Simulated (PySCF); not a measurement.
Gas-phase reaction: 2 AlH₂Cl ⇌ AlHCl₂ + AlH₃

Method: PySCF energies plus ideal-gas RRHO corrections (1 bar). † marks an energy on the PBE0/def2-TZVP geometry and frequencies; other levels use their own. CCSD(T) freezes the core. 6-31G* has spherical d functions here. All species are closed-shell singlets. B3LYP is the form with VWN-RPA correlation. AlH₂Cl, AlHCl₂, AlH₃: computed as isolated molecules; such fragments, hydroxides, amides, oligomers or adducts are transient or little studied in the gas. CCSD(T) isn't extrapolated to the basis-set limit; its ΔH°(298 K) is 5.1 kJ in def2-SVP and 5.6 kJ in def2-TZVPP. The harmonic model lacks anharmonicity and excited electronic states, which grow with temperature; levels with a mode under 35 cm⁻¹ are left out.

```
level                ΔE electronic, kJ  ΔH°(298 K), kJ  ΔS°(298 K), J/K  ΔG°(600 K), kJ
-------------------  -----------------  --------------  ---------------  --------------
B3LYP/6-31G*                         8               8              -10              14
BLYP/def2-TZVP†                      9               8              -10              14
CCSD(T)/def2-TZVPP†                  6               6              -10              12
M06-2X/def2-TZVP†                    8               7              -10              14
PBE0/def2-QZVP†                      8               7              -10              13
LDA/def2-TZVP†                       7               6              -10              12
ωB97X-V/def2-TZVP†                   7               6              -10              12
```
ΔH° is lowest at CCSD(T)/def2-TZVPP† and highest at BLYP/def2-TZVP†. No reference value is set beside these.
